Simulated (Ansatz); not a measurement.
```xyz
6

C     0.2331    0.7309   -0.1556
Mg   -0.3828   -1.2004    0.2555
F    -0.9067   -2.8433    0.6052
H    -0.2732    1.4572    0.4867
H     1.3092    0.8493    0.0008
H     0.0204    1.0062   -1.1926
```

Total charge 0; spin multiplicity 1.

Task: List the PBE/def2-TZVPP orbital energies in eV (Ansatz 0.2.0). (Estimate.)

Result: The calculation gave: Occupied: -1257.86, -657.40, -268.17, -79.73, -46.93, -46.93, -46.67, -26.33, -16.31, -9.31, -9.31, -8.48, -7.77, -7.77, -6.38. Lowest empty: -1.72, -0.39, -0.39, 0.90, 2.11, 2.11, 2.69, 3.30.
